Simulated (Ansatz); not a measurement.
# One arrangement of a pair

The pair of NH$_{3}$ (SMILES N, atoms 1–4) and CH$_{3}$Cl (SMILES CCl, atoms 5–9), both closed shells, in one local arrangement (a lower one may exist), relaxed at PBE0-D4/def2-TZVP:

```json
{"atom": "N1", "x (Å)": "0.1308", "y (Å)": "0.1063", "z (Å)": "-1.7662"}
{"atom": "H2", "x (Å)": "-0.1469", "y (Å)": "-0.7860", "z (Å)": "-1.3726"}
{"atom": "H3", "x (Å)": "-0.5973", "y (Å)": "0.3897", "z (Å)": "-2.4102"}
{"atom": "H4", "x (Å)": "0.9671", "y (Å)": "-0.0551", "z (Å)": "-2.3137"}
{"atom": "C5", "x (Å)": "-0.0305", "y (Å)": "0.2171", "z (Å)": "1.5928"}
{"atom": "Cl6", "x (Å)": "-0.4925", "y (Å)": "-1.4853", "z (Å)": "1.3518"}
{"atom": "H7", "x (Å)": "-0.8474", "y (Å)": "0.7204", "z (Å)": "2.1048"}
{"atom": "H8", "x (Å)": "0.1472", "y (Å)": "0.6522", "z (Å)": "0.6105"}
{"atom": "H9", "x (Å)": "0.8695", "y (Å)": "0.2407", "z (Å)": "2.2028"}
```

Ansatz 0.2.0; basis: def2-TZVPPD, with def2-QZVPPD for the basis limit; cores frozen in the correlated methods. B3LYP uses VWN-RPA correlation. Extrapolation: Hartree–Fock as exp(−7.88 √X), correlation as X^−2.97. Interaction energies count from these two fragments, frozen as in the pair, with the counterpoise correction; negative means bound.

Q: What is the interaction energy by CCSD(T) at an estimated basis limit (MP2 extrapolated from triple and quadruple zeta, plus CCSD(T) − MP2 in triple zeta)? (To be estimated.)

A: The calculation gives: -13.2 kJ/mol. Hartree–Fock alone gives -4.2 kJ/mol at the basis limit. It counts from the two fragments frozen as in the pair.

The same quantity by other methods in triple zeta, and each one's difference from that estimate:
```tsv
method	E_int (kJ/mol)	difference
PBE-D4	-14.5	-1.3
revPBE-D4	-12.4	0.8
BLYP-D4	-12.5	0.7
r2SCAN-D4	-13.0	0.2
B97M-V	-13.5	-0.3
PBE0-D4	-14.1	-0.9
B3LYP-D4	-13.3	0.0
HSE06-D4	-14.0	-0.8
wB97X-V	-13.1	0.1
wB97M-V	-13.1	0.1
B2PLYP	-9.7	3.5
HF	-4.3	9.0
MP2	-12.1	1.1
CCSD	-10.5	2.8
CCSD(T)	-11.7	1.5
```
Differences are method less estimate.

Basis-set superposition shift (counterpoise-corrected less uncorrected): CCSD(T) 1.9; MP2 1.9; HF 0.3; PBE0-D4 0.4; wB97M-V 0.5 kJ/mol.

No T1 diagnostic of these runs exceeds 0.009.

For scale, one of the runs: CCSD(T)/def2-TZVPPD, 227 basis functions, launched by `ansatz run in.yaml --threads 4 --pin off --events-out ev --progress --plain --max-ram 9574MiB`. Time: 40 s of wall clock on 4 CPU threads of an Intel Xeon Platinum 8259CL; the host was shared. Peak host memory: 3.8 GiB.
